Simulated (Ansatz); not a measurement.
# BSiNH (quartet): the correlation ladder, def2-TZVPP

One table from this session's results is given with a row withheld; the runs are named, their logs left out.

Program: Ansatz 0.2.0, Gaussian basis. Level of theory: def2-TZVPP, core rule «outside noble gas», up to 7 orbitals frozen. These are calculated values, not measurements.

The runs, in order: UHF; ROHF; CCSD(T) on UHF.

2 further runs of the same task are left out: 2 set aside as unsound or not needed.

## The system

The geometry is a PBE0/def2-TZVP stationary point (not a proven minimum) of the parent state, kept for this charge and spin.

4 atoms, charge 0, spin multiplicity 4.

Atoms are counted from 1 here; the program's logs count them from 0.

Bond lengths: B1–Si2 2.112 Å, Si2–N3 1.551 Å, N3–H4 0.998 Å. Angles: B1–Si2–N3 121.5°, Si2–N3–H4 175.3°.

Geometry (Å):

```xyz
4

B     0.00000   -0.55652    1.88280
Si    0.00000    0.42612    0.01298
N     0.00000   -0.36697   -1.31973
H     0.00000   -0.80506   -2.21680
```

Set-up of the first run:

Input file in.yaml:

```yaml
crystal:
  periodic: [false, false, false]
  atoms:
    - {symbol: B, position_ang: [0.000000, -0.556516, 1.882798]}
    - {symbol: Si, position_ang: [0.000000, 0.426125, 0.012979]}
    - {symbol: N, position_ang: [0.000000, -0.366966, -1.319729]}
    - {symbol: H, position_ang: [0.000000, -0.805058, -2.216804]}
basis:
  gaussian: {orbitals: def2-TZVPP}
magnetization: {spin_polarized: true, initial_magnetization: 3}
hamiltonian: {xc: hf}
output: {orbitals: {seedname: orbitals}}
```

On the command line:

```console
> ansatz run in.yaml --threads 1 --pin off --events-out ev --progress --plain --max-ram 3968MiB --backend cpu
```

Among the steps run: UHF; ROHF; CCSD(T) on UHF.

One of the session's tables, all rows but one given; the rest of the session is left out.

```
  method  from UCCSD(T) (meV)
    ROHF             +10670.4
     UHF             +10391.4
    UMP2              +1392.8
   UCCSD                    ?
UCCSD(T)                    0
```

**Question.** Estimate the row for UCCSD.

As computed: from UCCSD(T) (meV): +556.0. In the column «from UCCSD(T) (meV)» it lies between UCCSD(T) (0) and UMP2 (+1392.8).
